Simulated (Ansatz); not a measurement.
# BSiH (singlet): wave-function methods side by side at scale of all distances = 0.891, 6-31G

An exercise on one series of results from a longer session: the logs are not shown, and one member is left open.

The runs use Ansatz 0.2.0, Gaussian basis; 6-31G, core rule «outside noble gas», up to 6 orbitals frozen.

Plan: UHF; CCSD(T) on RHF; CCSD(T) on UHF; BCCD(T) on RHF; CISD; CCSDT(Q) on RHF; CCSDT(Q) on UHF; CISDTQ; CCSDTQ on RHF; CCSDTQ on UHF; CASSCF and MRCISD+Q, 2 electrons in 2 orbitals; CASSCF and NEVPT2, 2 electrons in 2 orbitals; CASSCF and MRCISD+Q, 8 electrons in 9 orbitals; CASSCF and NEVPT2, 8 electrons in 9 orbitals; Full CI.

21 further runs of the same task are left out: 18 that didn't finish, 3 set aside as unsound or not needed.

## The geometry

The geometry derives from a PBE0/def2-TZVP stationary point (not a proven minimum). All distances are scaled together.

3 atoms, charge 0, spin multiplicity 1.

Atoms are counted from 1 here; the program's logs count them from 0.

Bond lengths: Si1–B2 1.689 Å, B2–H3 1.057 Å. Angles: Si1–B2–H3 180.0°.

Set-up of the first run:

in.yaml

```yaml
crystal:
  periodic: [false, false, false]
  atoms:
    - {symbol: Si, position_ang: [0.000000, 0.000000, 1.477950]}
    - {symbol: B, position_ang: [0.000000, 0.000000, -0.210627]}
    - {symbol: H, position_ang: [0.000000, 0.000000, -1.267323]}
basis:
  gaussian: {orbitals: 6-31G}
magnetization: {spin_polarized: true, initial_magnetization: 0}
hamiltonian: {xc: hf}
output: {orbitals: {seedname: orbitals}}
```

Started as:

```sh
ansatz run in.yaml --threads 1 --pin off --events-out ev --progress --plain --max-ram 2393MiB
```

Steps of the session up to this table: UHF; CCSD(T) on RHF; CCSD(T) on UHF; BCCD(T) on RHF; CISD; CCSDT(Q) on RHF; CCSDT(Q) on UHF; CISDTQ; CCSDTQ on RHF; CCSDTQ on UHF; CASSCF and MRCISD+Q, 2 electrons in 2 orbitals; CASSCF and NEVPT2, 2 electrons in 2 orbitals; CASSCF and MRCISD+Q, 8 electrons in 9 orbitals; CASSCF and NEVPT2, 8 electrons in 9 orbitals; Full CI.

One table of the session follows, with a row left open; its other results are not shown here.

```
          method  from FCI (kcal/mol)
             RHF               +70.12
            RMP2               +20.39
            CISD                +8.23
           RCCSD                +4.17
        RCCSD(T)                +2.41
         BCCD(T)                +2.42
          RCCSDT                +1.01
          CISDTQ                    ?
       RCCSDT(Q)                +0.16
         RCCSDTQ                +0.04
  CASSCF valence               +18.81
  NEVPT2 valence                +5.74
  MRCISD valence                +0.47
MRCISD+Q valence                +0.08
             FCI                    0
```

Q: Estimate the row for CISDTQ from the others.

**Answer.** from FCI (kcal/mol): +0.82. In the column «from FCI (kcal/mol)» it lies between MRCISD valence (+0.47) and RCCSDT (+1.01).

Not comparable, so not listed: CASSCF and MRCISD+Q, 2 electrons in 2 orbitals (they don't share determinant, frozen orbitals or solution with the rows shown, or repeat one).

Limits of these values: The report flags that the cluster equations may have other roots. Left out of the table: CASSCF pair, NEVPT2 pair (the active space lost an orbital or holds another state than full CI finds). Left out of the table: UHF, UMP2, UCCSD, UCCSD(T), UCCSDT, UCCSDT(Q), UCCSDTQ (another determinant or state than the rows shown). The program flags RCCSDT(Q), RCCSDTQ as in doubt, so those rows may rest on another solution; read them beside their warnings. Warnings in the runs' records: passed over end.
